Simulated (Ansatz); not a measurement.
Process, species as SMILES: C=C=O → C(=O)=[CH-] + H+
B3LYP-D3(BJ)/def2-TZVP geometries, fixed; electronic energies without zero-point terms.

The deprotonation energy at MP2 with Ansatz (a quantum-chemistry and plane-wave program), in kcal/mol, split into its Hartree-Fock and correlation parts. Cores are frozen. No added dispersion term, no relativity. Functions are those of the species that has most. These sets lack the diffuse functions that anions need.

```json
[
 {"basis": "cc-pVDZ", "X": "2", "functions": "52", "Hartree-Fock": "391.06", "MP2": "385.35"},
 {"basis": "cc-pVTZ", "X": "3", "functions": "118", "Hartree-Fock": "386.23", "MP2": "376.20"},
 {"basis": "cc-pVQZ", "X": "4", "functions": "225", "Hartree-Fock": "384.04", "MP2": "372.08"},
 {"basis": "cc-pV5Z", "X": "5", "functions": "383", "Hartree-Fock": "382.78", "MP2": "369.77"}
]
```

Worked estimate of the basis-set limit from each neighbouring pair, with Hartree-Fock from the larger set and the correlation part extrapolated as X^-3.
Correlation parts: X = 2: -5.71, X = 3: -10.03, X = 4: -11.96, X = 5: -13.01.
- (2,3): (27·(-10.03) - 8·(-5.71))/19 = -11.85; with Hartree-Fock 386.23 the estimate is 374.38 kcal/mol.
- (3,4): (64·(-11.96) - 27·(-10.03))/37 = -13.37; with Hartree-Fock 384.04 the estimate is 370.67 kcal/mol.
- (4,5): (125·(-13.01) - 64·(-11.96))/61 = -14.11; with Hartree-Fock 382.78 the estimate is 368.67 kcal/mol.
The last two estimates differ by 2.00 kcal/mol; the largest set lies 1.10 from the last. Over the last step Hartree-Fock moves by -1.26 and the correlation part by -1.05.
